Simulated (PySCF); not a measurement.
PySCF input (MN15/def2-TZVPD):

```python
from pyscf import gto, scf, dft

mol = gto.M(
    atom='''
    C    -0.00541272    0.00514807    0.86088345
    C    -0.00020344   -0.64634739   -0.49579893
    C     0.00648613    0.64037189   -0.50345144
    H     0.90225350    0.00400638    1.46236727
    H    -0.92057007    0.01341463    1.45085018
    H    -0.00162276   -1.57792247   -1.03216063
    H     0.01471952    1.56546606   -1.05085530
    ''',
    basis='def2-tzvpd',
    charge=0,
    spin=0,
    verbose=4,
)

mf = dft.RKS(mol, xc='mn15').density_fit(auxbasis='def2-universal-jkfit')
mf.grids.level = 4
mf.conv_tol = 1e-9
mf.max_cycle = 100
mf.max_memory = 1500
mf.kernel()
if not mf.converged:
    mf = mf.newton()
    mf.kernel(mf.make_rdm1())
mf.analyze()
```

Output:

```
PySCF version 2.14.0

[INPUT] verbose = 4
[INPUT] num. atoms = 7
[INPUT] num. electrons = 22
[INPUT] charge = 0
[INPUT] spin (= nelec alpha-beta = 2S) = 0
[INPUT] symmetry False subgroup None
[INPUT] Mole.unit = angstrom
[INPUT] Symbol           X                Y                Z      unit          X                Y                Z       unit  Magmom
[INPUT]  1 C     -0.005412720000   0.005148070000   0.860883450000 AA   -0.010228558389   0.009728442370   1.626833945671 Bohr   0.0
[INPUT]  2 C     -0.000203440000  -0.646347390000  -0.495798930000 AA   -0.000384445883  -1.221419548427  -0.936924190552 Bohr   0.0
[INPUT]  3 C      0.006486130000   0.640371890000  -0.503451440000 AA    0.012257009308   1.210127489970  -0.951385338618 Bohr   0.0
[INPUT]  4 H      0.902253500000   0.004006380000   1.462367270000 AA    1.705012009930   0.007570960951   2.763473633828 Bohr   0.0
[INPUT]  5 H     -0.920570070000   0.013414630000   1.450850180000 AA   -1.739625310772   0.025349976762   2.741709487976 Bohr   0.0
[INPUT]  6 H     -0.001622760000  -1.577922470000  -1.032160630000 AA   -0.003066571966  -2.981841314097  -1.950500907259 Bohr   0.0
[INPUT]  7 H      0.014719520000   1.565466060000  -1.050855300000 AA    0.027815861485   2.958302110702  -1.985828713548 Bohr   0.0

nuclear repulsion = 64.0011577398454
number of shells = 59
number of NR pGTOs = 200
number of NR cGTOs = 147
basis = def2-tzvpd
ecp = {}

******** <class 'pyscf.df.df_jk.DFRKS'> ********
method = DFRKS
initial guess = minao
damping factor = 0
level_shift factor = 0
DIIS = <class 'pyscf.scf.diis.CDIIS'>
diis_start_cycle = 1
diis_space = 8
diis_damp = 0
SCF conv_tol = 1e-09
SCF conv_tol_grad = None
SCF max_cycles = 100
direct_scf = False
XC library pyscf.dft.libxc version 7.1.2
    S. Lehtola, C. Steigemann, M. J. T. Oliveira, and M. A. L. Marques,  SoftwareX 7, 1–5 (2018)
XC functionals = mn15
    H. S. Yu, X. He, S. L. Li, and D. G. Truhlar,  Chem. Sci. 7, 5032–5051 (2016)
    H. S. Yu, X. He, S. L. Li, and D. G. Truhlar,  Chem. Sci. 7, 5032–5051 (2016)
radial grids:
    Treutler-Ahlrichs [JCP 102, 346 (1995); DOI:10.1063/1.469408] (M4) radial grids

becke partition: Becke, JCP 88, 2547 (1988); DOI:10.1063/1.454033
pruning grids: <function nwchem_prune>
grids dens level: 4
symmetrized grids: False
atomic radii adjust function: <function treutler_atomic_radii_adjust>
small_rho_cutoff = 0
Set gradient conv threshold to 3.16228e-05
Initial guess from minao.
tot grids = 148656
******** <class 'pyscf.df.df.DF'> ********
auxbasis = def2-universal-jkfit
init E= -116.971399542819
  HOMO = -0.284091480456667  LUMO = -0.0473122351495938  gap/eV = 6.44309
cycle= 1 E= -116.493410826419  delta_E= 0.478  |g|= 0.269  |ddm|= 2.96
[...]
cycle= 9 E= -116.512131775856  delta_E= -4.08e-11  |g|= 1.54e-06  |ddm|= 0.000114
  HOMO = -0.292528335376176  LUMO = 0.0278682551788876  gap/eV = 8.71844
Extra cycle  E= -116.512131775858  delta_E= -1.34e-12  |g|= 7.5e-07  |ddm|= 2.22e-05
converged SCF energy = -116.512131775858
**** SCF Summaries ****
Total Energy =                        -116.512131775857753
Nuclear Repulsion Energy =              64.001157739845425
One-electron Energy =                 -281.999417681109549
Two-electron Energy =                  101.486128165406370
Two-electron Coulomb Energy =          119.041662129725069
DFT Exchange-Correlation Energy =      -17.555533964318691
HOMO-LUMO gap [eV] =                     8.718435305085711
**** MO energy ****
MO #1   energy= -10.0567199480885  occ= 2
MO #2   energy= -10.0551733994888  occ= 2
MO #3   energy= -10.0522940165646  occ= 2
MO #4   energy= -0.912483412440476 occ= 2
MO #5   energy= -0.642562243576535 occ= 2
MO #6   energy= -0.605608399911318 occ= 2
MO #7   energy= -0.545887342553012 occ= 2
MO #8   energy= -0.478890294668989 occ= 2
MO #9   energy= -0.390126376953827 occ= 2
MO #10  energy= -0.334812832454155 occ= 2
MO #11  energy= -0.292528335376176 occ= 2
MO #12  energy= 0.0278682551788876 occ= 0
MO #13  energy= 0.0678740795110821 occ= 0
MO #14  energy= 0.0810824820921134 occ= 0
MO #15  energy= 0.0818735767336929 occ= 0
MO #16  energy= 0.133986809497199  occ= 0
MO #17  energy= 0.136182355115203  occ= 0
MO #18  energy= 0.161407650425872  occ= 0
MO #19  energy= 0.16923134046541   occ= 0
MO #20  energy= 0.174197932768996  occ= 0
MO #21  energy= 0.19565177597147   occ= 0
MO #22  energy= 0.197506909520306  occ= 0
MO #23  energy= 0.22614811519806   occ= 0
MO #24  energy= 0.240063273785151  occ= 0
MO #25  energy= 0.253690181367156  occ= 0
MO #26  energy= 0.2608796967536    occ= 0
MO #27  energy= 0.269583608132999  occ= 0
MO #28  energy= 0.273014519444269  occ= 0
MO #29  energy= 0.284084297435846  occ= 0
MO #30  energy= 0.304082892208337  occ= 0
MO #31  energy= 0.304138148382633  occ= 0
MO #32  energy= 0.317537858294809  occ= 0
MO #33  energy= 0.318557575422669  occ= 0
MO #34  energy= 0.35248869865901   occ= 0
MO #35  energy= 0.360192584408984  occ= 0
MO #36  energy= 0.363263223895882  occ= 0
MO #37  energy= 0.372625046688044  occ= 0
MO #38  energy= 0.406257649682424  occ= 0
MO #39  energy= 0.415091279762706  occ= 0
MO #40  energy= 0.42401427257803   occ= 0
MO #41  energy= 0.435958556608104  occ= 0
MO #42  energy= 0.451368611155312  occ= 0
MO #43  energy= 0.457894918123537  occ= 0
MO #44  energy= 0.458160965934385  occ= 0
MO #45  energy= 0.459479180854012  occ= 0
MO #46  energy= 0.466748935158334  occ= 0
MO #47  energy= 0.510058722038391  occ= 0
MO #48  energy= 0.519412663711952  occ= 0
MO #49  energy= 0.557736247892272  occ= 0
MO #50  energy= 0.560120160147942  occ= 0
MO #51  energy= 0.570811485012218  occ= 0
MO #52  energy= 0.578229147972785  occ= 0
MO #53  energy= 0.586297642329216  occ= 0
MO #54  energy= 0.628352292335611  occ= 0
MO #55  energy= 0.64466955334106   occ= 0
MO #56  energy= 0.660885647099467  occ= 0
MO #57  energy= 0.662943292043231  occ= 0
MO #58  energy= 0.67249716138264   occ= 0
MO #59  energy= 0.737295380994456  occ= 0
MO #60  energy= 0.743535856222601  occ= 0
MO #61  energy= 0.751085466791082  occ= 0
MO #62  energy= 0.753018049088189  occ= 0
MO #63  energy= 0.785196583054831  occ= 0
MO #64  energy= 0.79348419290669   occ= 0
MO #65  energy= 0.856903719236566  occ= 0
MO #66  energy= 0.901753218235005  occ= 0
MO #67  energy= 0.954103725707125  occ= 0
MO #68  energy= 0.986919645658325  occ= 0
MO #69  energy= 1.04575770251349   occ= 0
MO #70  energy= 1.11299886725483   occ= 0
MO #71  energy= 1.13614123771824   occ= 0
MO #72  energy= 1.15307548553123   occ= 0
MO #73  energy= 1.1665878634117    occ= 0
MO #74  energy= 1.20365995935651   occ= 0
MO #75  energy= 1.22023993423404   occ= 0
MO #76  energy= 1.24959147854292   occ= 0
MO #77  energy= 1.30474880736039   occ= 0
MO #78  energy= 1.35886587937796   occ= 0
MO #79  energy= 1.40676905484458   occ= 0
MO #80  energy= 1.52695882665233   occ= 0
MO #81  energy= 1.62673966889977   occ= 0
MO #82  energy= 1.75788862363773   occ= 0
MO #83  energy= 1.80096861815844   occ= 0
MO #84  energy= 1.81470536452558   occ= 0
MO #85  energy= 1.83029572463591   occ= 0
MO #86  energy= 1.84441414419399   occ= 0
MO #87  energy= 1.86775399311653   occ= 0
MO #88  energy= 1.88411792570208   occ= 0
MO #89  energy= 1.90548831883609   occ= 0
MO #90  energy= 1.93905516605631   occ= 0
MO #91  energy= 2.03117586175827   occ= 0
MO #92  energy= 2.06345468020692   occ= 0
MO #93  energy= 2.08134702074661   occ= 0
MO #94  energy= 2.08245695694825   occ= 0
MO #95  energy= 2.14995894295281   occ= 0
MO #96  energy= 2.19959658816924   occ= 0
MO #97  energy= 2.26358798805802   occ= 0
MO #98  energy= 2.33235988311534   occ= 0
MO #99  energy= 2.33498387125641   occ= 0
MO #100 energy= 2.40697993273661   occ= 0
MO #101 energy= 2.50677294076022   occ= 0
MO #102 energy= 2.50690305234706   occ= 0
MO #103 energy= 2.5895600438072    occ= 0
MO #104 energy= 2.63226597893774   occ= 0
MO #105 energy= 2.64166389378125   occ= 0
MO #106 energy= 2.66826104457912   occ= 0
MO #107 energy= 2.6827364883039    occ= 0
[...]
```
